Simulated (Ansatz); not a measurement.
A calculation with Ansatz (development build ahead of 0.2.0).

```yaml
crystal:
  periodic: [false, false, false]
  atoms:
    - { symbol: C, position_ang: [-0.1089, -0.1391, -0.0325] }
    - { symbol: H, position_ang: [0.1428, 0.7425, -0.6793] }
    - { symbol: H, position_ang: [0.5106, 0.0922, 0.8741] }
basis:
  gaussian: { orbitals: def2-SVP }
magnetization:
  spin_polarized: true
  initial_magnetization: 2
hamiltonian:
  xc: hf
correlation:
  method: mp2
  frozen_orbitals: { C: 1, H: 0 }
output:
  forces: true
```

The input is written out in the form of the current development build from the run's settings.

Results

| Quantity | Value |
| --- | --- |
| Converged | yes |
| Reference energy | -38.87457 hartree |
| Correlation energy | -0.09373 hartree |
| Total energy | -38.96831 hartree |
| Spin squared of the determinant | 2.014 |
| Stability test | minimum |

Forces (eV/Å):
```
atom      Fx      Fy      Fz
  C1   2.195   2.803   0.657
  H2  -1.196  -1.225  -0.747
  H3  -0.999  -1.577   0.090
```
